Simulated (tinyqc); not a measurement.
UKS/LDA (PW92) in the sto-3g basis, for H2O, spin multiplicity 3, step by step (part 2 of 2). Computed by tinyqc, a small Python program that keeps every step (integrals from PySCF). Command: `OMP_NUM_THREADS=1 python tinyqc.py 22921 22922 out.jsonl` (the two numbers bound the seeds that draw the settings). One thread of a shared host (Intel(R) Xeon(R) Processor @ 2.60GHz), about 2 s of CPU time with the checks.

Geometry (angstrom):
```
atom         x          y         z
O     0.000000   0.000000  0.000000
H     0.000000   0.797000  0.530000
H     0.000000  -0.797000  0.530000
```

## Iteration 2: exchange-correlation on the grid

D(alpha) after iteration 1, order 1O 1s, 1O 2s, 1O 2px, 1O 2py, 1O 2pz, 2H 1s, 3H 1s:
```
[[1.066939, -0.310849, -0.001268, 0.035665, -0.025471, 0.013835, 0.107951],
 [-0.310849, 1.535496, 0.010000, -0.281224, 0.201857, -0.111420, -0.853545],
 [-0.001268, 0.010000, 0.999580, 0.011810, 0.004874, -0.025961, 0.005205],
 [0.035665, -0.281224, 0.011810, 1.050416, -0.137080, 0.146284, 0.437389],
 [-0.025471, 0.201857, 0.004874, -0.137080, 1.084936, -0.023429, -0.385170],
 [0.013835, -0.111420, -0.025961, 0.146284, -0.023429, 0.031339, 0.176158],
 [0.107951, -0.853545, 0.005205, 0.437389, -0.385170, 0.176158, 1.571600]]
```

D(beta) after iteration 1, order 1O 1s, 1O 2s, 1O 2px, 1O 2py, 1O 2pz, 2H 1s, 3H 1s:
```
[[1.057100, -0.240987, -0.035802, -0.005461, 0.009412, -0.002183, -0.004527],
 [-0.240987, 1.027812, 0.154891, 0.038119, -0.075632, 0.000255, -0.000905],
 [-0.035802, 0.154891, 0.037410, 0.028183, -0.118546, -0.004092, -0.020839],
 [-0.005461, 0.038119, 0.028183, 0.775524, 0.050669, 0.102536, -0.174180],
 [0.009412, -0.075632, -0.118546, 0.050669, 0.889861, 0.064608, 0.114875],
 [-0.002183, 0.000255, -0.004092, 0.102536, 0.064608, 0.017344, -0.014771],
 [-0.004527, -0.000905, -0.020839, -0.174180, 0.114875, -0.014771, 0.057454]]
```

Becke grid with 15 radial and 86 angular points per atom, points of zero weight dropped. rho = sum D_ij phi_i phi_j; V_xc,ij = sum w v_xc phi_i phi_j; v_xc is d(rho eps)/d rho(s) for spin s.

The 12 grid points with the largest w rho, of 3864 (bohr, atomic units):
```
x                  y          z         w  rho(alpha)  rho(beta)     eps_xc  v_xc(alpha)
0.336819    0.000000  -0.834598  0.043402    0.346524   0.337856  -0.718971    -0.947093
0.170157   -0.624919  -0.624919  0.043575    0.351249   0.329002  -0.717720    -0.950097
0.000000   -0.336819  -0.834598  0.043400    0.345857   0.332357  -0.716965    -0.946135
0.000000    0.336819  -0.834598  0.043400    0.348733   0.321756  -0.714547    -0.947552
0.170157    0.624919  -0.624919  0.043575    0.347091   0.320256  -0.713497    -0.946142
0.000000    0.000000   0.900000  0.041509    0.379631   0.315834  -0.723610    -0.970718
0.000000    0.000000  -0.900000  0.042416    0.346395   0.331704  -0.716936    -0.946507
-0.336819   0.000000   0.834598  0.042690    0.377898   0.289131  -0.715338    -0.967320
-0.170157  -0.624919  -0.624919  0.043575    0.352460   0.300158  -0.709107    -0.948723
0.000000   -0.834598  -0.336819  0.042464    0.358584   0.309911  -0.714327    -0.954275
0.519615   -0.519615  -0.519615  0.043839    0.354259   0.289927  -0.706651    -0.949287
0.492192    0.000000  -1.219595  0.121407    0.118001   0.114238  -0.513556    -0.675138
```

electrons on the grid, sum of w rho = 10.002390

E_xc = sum of w rho eps_xc = -9.17761712 hartree

V_xc(alpha) (hartree), order 1O 1s, 1O 2s, 1O 2px, 1O 2py, 1O 2pz, 2H 1s, 3H 1s:
```
[[-2.952977, -0.429532, -0.000333, 0.001657, -0.001236, -0.099951, -0.100212],
 [-0.429532, -0.843328, -0.002618, 0.011596, -0.010523, -0.311031, -0.335796],
 [-0.000333, -0.002618, -0.828670, -0.000714, 0.000903, -0.000701, -0.000571],
 [0.001657, 0.011596, -0.000714, -0.844437, 0.006956, -0.184045, 0.222518],
 [-0.001236, -0.010523, 0.000903, 0.006956, -0.841801, -0.127986, -0.149300],
 [-0.099951, -0.311031, -0.000701, -0.184045, -0.127986, -0.393537, -0.117791],
 [-0.100212, -0.335796, -0.000571, 0.222518, -0.149300, -0.117791, -0.571720]]
```

V_xc(beta) (hartree), order 1O 1s, 1O 2s, 1O 2px, 1O 2py, 1O 2pz, 2H 1s, 3H 1s:
```
[[-2.925943, -0.412340, -0.003314, -0.000168, 0.000278, -0.096315, -0.096270],
 [-0.412340, -0.764597, -0.023509, 0.002131, -0.004304, -0.288848, -0.297089],
 [-0.003314, -0.023509, -0.704475, -0.002827, 0.010709, -0.006068, -0.005056],
 [-0.000168, 0.002131, -0.002827, -0.786493, -0.000449, -0.178901, 0.191323],
 [0.000278, -0.004304, 0.010709, -0.000449, -0.787490, -0.121866, -0.128548],
 [-0.096315, -0.288848, -0.006068, -0.178901, -0.121866, -0.381757, -0.105699],
 [-0.096270, -0.297089, -0.005056, 0.191323, -0.128548, -0.105699, -0.446584]]
```

## Iteration 2: building the Kohn-Sham matrix

core Hamiltonian H = T + V (hartree), order 1O 1s, 1O 2s, 1O 2px, 1O 2py, 1O 2pz, 2H 1s, 3H 1s:
```
[[-32.721007, -7.612826, 0.000000, 0.000000, -0.017194, -1.749689, -1.749689],
 [-7.612826, -9.334894, 0.000000, 0.000000, -0.202241, -3.734522, -3.734522],
 [0.000000, 0.000000, -7.457717, 0.000000, 0.000000, 0.000000, 0.000000],
 [0.000000, 0.000000, 0.000000, -7.631077, 0.000000, -2.137499, 2.137499],
 [-0.017194, -0.202241, 0.000000, 0.000000, -7.534380, -1.482813, -1.482813],
 [-1.749689, -3.734522, 0.000000, -2.137499, -1.482813, -5.059831, -1.454362],
 [-1.749689, -3.734522, 0.000000, 2.137499, -1.482813, -1.454362, -5.059831]]
```

nuclear repulsion = 9.17799302 hartree

Given earlier and not repeated: Two-electron integrals (ij|kl) in chemists' order.

J_ij = sum D_kl (ij|kl) with D = D(alpha) + D(beta); F = H + J + V_xc; E = tr D H + tr D J / 2 + E_xc + E_nn.

Coulomb J (hartree), order 1O 1s, 1O 2s, 1O 2px, 1O 2py, 1O 2pz, 2H 1s, 3H 1s:
```
[[17.732355, 3.352540, 0.009743, -0.010343, 0.008589, 0.769872, 0.771220],
 [3.352540, 8.335934, 0.051481, -0.092800, 0.081994, 3.282553, 3.377764],
 [0.009743, 0.051481, 8.251978, 0.003530, -0.011345, 0.015569, 0.014248],
 [-0.010343, -0.092800, 0.003530, 8.374286, -0.022951, 2.029064, -2.187345],
 [0.008589, 0.081994, -0.011345, -0.022951, 8.357810, 1.397992, 1.462293],
 [0.769872, 3.282553, 0.015569, 2.029064, 1.397992, 4.934966, 1.305067],
 [0.771220, 3.377764, 0.014248, -2.187345, 1.462293, 1.305067, 5.376258]]
```

F(alpha) (hartree), order 1O 1s, 1O 2s, 1O 2px, 1O 2py, 1O 2pz, 2H 1s, 3H 1s:
```
[[-17.941629, -4.689819, 0.009410, -0.008686, -0.009842, -1.079768, -1.078680],
 [-4.689819, -1.842288, 0.048863, -0.081204, -0.130771, -0.763000, -0.692553],
 [0.009410, 0.048863, -0.034410, 0.002815, -0.010443, 0.014868, 0.013677],
 [-0.008686, -0.081204, 0.002815, -0.101228, -0.015996, -0.292480, 0.172673],
 [-0.009842, -0.130771, -0.010443, -0.015996, -0.018370, -0.212807, -0.169820],
 [-1.079768, -0.763000, 0.014868, -0.292480, -0.212807, -0.518403, -0.267086],
 [-1.078680, -0.692553, 0.013677, 0.172673, -0.169820, -0.267086, -0.255293]]
```

F(beta) (hartree), order 1O 1s, 1O 2s, 1O 2px, 1O 2py, 1O 2pz, 2H 1s, 3H 1s:
```
[[-17.914594, -4.672626, 0.006428, -0.010511, -0.008327, -1.076132, -1.074738],
 [-4.672626, -1.763558, 0.027972, -0.090669, -0.124551, -0.740817, -0.653847],
 [0.006428, 0.027972, 0.089785, 0.000702, -0.000636, 0.009500, 0.009191],
 [-0.010511, -0.090669, 0.000702, -0.043284, -0.023400, -0.287337, 0.141477],
 [-0.008327, -0.124551, -0.000636, -0.023400, 0.035940, -0.206687, -0.149069],
 [-1.076132, -0.740817, 0.009500, -0.287337, -0.206687, -0.506623, -0.254994],
 [-1.074738, -0.653847, 0.009191, 0.141477, -0.149069, -0.254994, -0.130157]]
```

total energy of this density = -74.00657548 hartree

## Iteration 2: diagonalisation and new density

X, order 1O 1s, 1O 2s, 1O 2px, 1O 2py, 1O 2pz, 2H 1s, 3H 1s:
```
[[1.024232, -0.143660, 0.000000, 0.000000, -0.009386, 0.022265, 0.022265],
 [-0.143660, 1.250199, 0.000000, 0.000000, 0.102616, -0.299545, -0.299545],
 [0.000000, 0.000000, 1.000000, 0.000000, 0.000000, 0.000000, 0.000000],
 [0.000000, 0.000000, 0.000000, 1.125037, 0.000000, -0.241694, 0.241694],
 [-0.009386, 0.102616, 0.000000, 0.000000, 1.046131, -0.135104, -0.135104],
 [0.022265, -0.299545, 0.000000, -0.241694, -0.135104, 1.209415, -0.080899],
 [0.022265, -0.299545, 0.000000, 0.241694, -0.135104, -0.080899, 1.209415]]
```

Diagonalise F' = X^T F X, C = X C', fill 6 alpha and 4 beta electrons from the bottom; D(s) = C_occ C_occ^T. Each column has its largest component positive (the first on a tie).

F' = X^T F X (alpha) (hartree):
```
[[-17.569358, -2.556059, 0.003352, -0.000575, -0.028086, -0.167973, -0.172434],
 [-2.556059, -0.788028, 0.050114, -0.071017, 0.005646, -0.336285, -0.350765],
 [0.003352, 0.050114, -0.034410, 0.002879, -0.009855, 0.003179, 0.003002],
 [-0.000575, -0.071017, 0.002879, 0.110846, -0.005877, -0.317009, 0.282826],
 [-0.028086, 0.005646, -0.009855, -0.005877, 0.059237, -0.185388, -0.168169],
 [-0.167973, -0.336285, 0.003179, -0.317009, -0.185388, -0.140219, -0.082222],
 [-0.172434, -0.350765, 0.003002, 0.282826, -0.168169, -0.082222, 0.133587]]
```

orbital energies (alpha) (hartree): [-17.955487, -0.768658, -0.314767, -0.081017, -0.015809, 0.349282, 0.558111]

coefficients C (alpha), order 1O 1s, 1O 2s, 1O 2px, 1O 2py, 1O 2pz, 2H 1s, 3H 1s:
```
[[0.992144, -0.214744, 0.080627, 0.102974, -0.071731, 0.117786, 0.064667],
 [0.035452, 0.715683, -0.336639, -0.531630, 0.340868, -0.765428, -0.402658],
 [-0.000601, -0.052060, 0.042898, 0.499812, 0.863075, -0.025691, -0.008883],
 [0.000750, 0.120959, 0.494397, -0.163851, 0.073820, -0.452828, 0.941345],
 [0.004377, 0.144420, 0.002328, 0.610999, -0.369841, -0.742996, -0.241843],
 [-0.008868, 0.336207, 0.543381, 0.302799, -0.157588, 0.967649, -0.418184],
 [-0.008363, 0.105618, -0.422830, 0.296339, -0.120949, 0.406833, 1.085427]]
```

F' = X^T F X (beta) (hartree):
```
[[-17.544415, -2.550835, 0.002988, -0.001644, -0.027082, -0.168423, -0.172956],
 [-2.550835, -0.700617, 0.028383, -0.078971, 0.014867, -0.334700, -0.366645],
 [0.002988, 0.028383, 0.089785, 0.000715, -0.000381, 0.002427, 0.002368],
 [-0.001644, -0.078971, 0.000715, 0.171009, -0.011298, -0.320327, 0.289180],
 [-0.027082, 0.014867, -0.000381, -0.011298, 0.114454, -0.187237, -0.170348],
 [-0.168423, -0.334700, 0.002427, -0.320327, -0.187237, -0.134440, -0.086060],
 [-0.172956, -0.366645, 0.002368, 0.289180, -0.170348, -0.086060, 0.276029]]
```

orbital energies (beta) (hartree): [-17.927719, -0.711601, -0.250320, -0.004867, 0.091657, 0.398159, 0.676497]

coefficients C (beta), order 1O 1s, 1O 2s, 1O 2px, 1O 2py, 1O 2pz, 2H 1s, 3H 1s:
```
[[0.992378, -0.205164, 0.107829, 0.115088, -0.017968, 0.110854, 0.079870],
 [0.034418, 0.672292, -0.457893, -0.580407, 0.075460, -0.717107, -0.503969],
 [-0.000399, -0.027492, 0.029022, 0.110925, 0.992707, -0.023574, -0.008636],
 [0.000892, 0.136670, 0.474021, -0.245881, 0.011128, -0.579844, 0.861606],
 [0.004150, 0.140616, 0.019148, 0.722353, -0.096783, -0.706778, -0.301100],
 [-0.008626, 0.395359, 0.564281, 0.301370, -0.018289, 0.990724, -0.297714],
 [-0.008004, 0.085154, -0.373959, 0.300813, -0.003566, 0.285257, 1.147644]]
```

D(alpha) after iteration 2, order 1O 1s, 1O 2s, 1O 2px, 1O 2py, 1O 2pz, 2H 1s, 3H 1s:
```
[[1.066587, -0.315009, 0.000574, -0.060874, -0.024552, 0.119274, 0.022041],
 [-0.315009, 1.611487, -0.003577, 0.379040, 0.220549, -0.897979, -0.292538],
 [0.000574, -0.003577, 0.999921, 0.008362, -0.002148, -0.003715, 0.009642],
 [-0.060874, 0.379040, 0.008362, 0.496410, 0.227658, -0.190119, -0.437986],
 [-0.024552, 0.220549, -0.002148, 0.227658, 1.083026, -0.425886, -0.062248],
 [0.119274, -0.897979, -0.003715, -0.190119, -0.425886, 1.461243, 0.308288],
 [0.022041, -0.292538, 0.009642, -0.437986, -0.062248, 0.308288, 0.457969]]
```

D(beta) after iteration 2, order 1O 1s, 1O 2s, 1O 2px, 1O 2py, 1O 2pz, 2H 1s, 3H 1s:
```
[[1.051778, -0.219945, 0.021140, -0.004339, 0.060468, 0.005856, -0.031117],
 [-0.219945, 0.999699, -0.096167, 0.017573, -0.333349, -0.167797, 0.053613],
 [0.021140, -0.096167, 0.013903, -0.017275, 0.076815, 0.038940, 0.020176],
 [-0.004339, 0.017573, -0.017275, 0.303832, -0.149314, 0.247406, -0.239598],
 [0.060468, -0.333349, 0.076815, -0.149314, 0.541951, 0.284058, 0.222073],
 [0.005856, -0.167797, 0.038940, 0.247406, 0.284058, 0.565620, -0.086627],
 [-0.031117, 0.053613, 0.020176, -0.239598, 0.222073, -0.086627, 0.237649]]
```

## Convergence

Stop when the energy changes by less than 1e-10 hartree and every element of the error matrix X^T (F D S - S D F) X (for each spin) is below 3e-06.

Course of the cycle:
```
iteration   E (hartree)     change  largest element of the error matrix
1          -53.57808570          -                             7.36e+00
2          -74.00657548  -2.04e+01                             3.08e-01
3          -74.19218981  -1.86e-01                             2.25e-01
4          -74.20957321  -1.74e-02                             1.99e-01
5          -74.24116238  -3.16e-02                             1.59e-01
6          -74.23419857   6.96e-03                             1.49e-01
7          -74.24331330  -9.11e-03                             1.28e-01
8          -74.23849038   4.82e-03                             1.26e-01
9          -74.24189364  -3.40e-03                             1.14e-01
10         -74.23958679   2.31e-03                             1.15e-01
11         -74.24102490  -1.44e-03                             1.09e-01
12         -74.24000553   1.02e-03                             1.10e-01
13         -74.24063736  -6.32e-04                             1.06e-01
14         -74.24019484   4.43e-04                             1.08e-01
...                 ...        ...                                  ...
64         -74.24035451   4.26e-13                             1.06e-01
65         -74.24035451  -3.27e-13                             1.06e-01
66         -74.24035451   1.99e-13                             1.06e-01
67         -74.24035451  -1.56e-13                             1.06e-01
68         -74.24035451   9.95e-14                             1.06e-01
69         -74.24035451  -8.53e-14                             1.06e-01
70         -74.24035451   9.95e-14                             1.06e-01
71         -74.24035451  -4.26e-14                             1.06e-01
72         -74.24035451   2.84e-14                             1.06e-01
73         -74.24035451  -1.42e-14                             1.06e-01
74         -74.24035451   0.000000                             1.06e-01
75         -74.24035451   1.42e-14                             1.06e-01
76         -74.24035451  -2.84e-14                             1.06e-01
77         -74.24035451   2.84e-14                             1.06e-01
```

PySCF UKS in the same basis, fine grid, after a stability check = -74.34080744 hartree

Not converged within the cap of 77 iterations: the residual has stopped falling. Reruns (cap 100 unless said): DIIS 8: converged in 11; damping 0.5: converged in 39; level shift 0.5: converged in 49; atomic densities as start, DIIS 8: converged in 7; the original settings with a cap of 400: not converged.
